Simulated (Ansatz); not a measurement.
Species: C$_{3}$H$_{4}$, SMILES `C#CC` with one electron removed (charge 1, multiplicity 2), formula C$_{3}$H$_{4}$.

Question: How many basis functions does frozen-core CCSD(T)/cc-pVTZ // B3LYP-D3(BJ)/def2-TZVP in Ansatz (a quantum-chemistry and plane-wave program) use, how many core orbitals are frozen, and how many electrons are correlated?

Answer: 146 basis functions and 3 frozen orbitals, which leaves 15 correlated electrons. Core time is of the order of minutes.
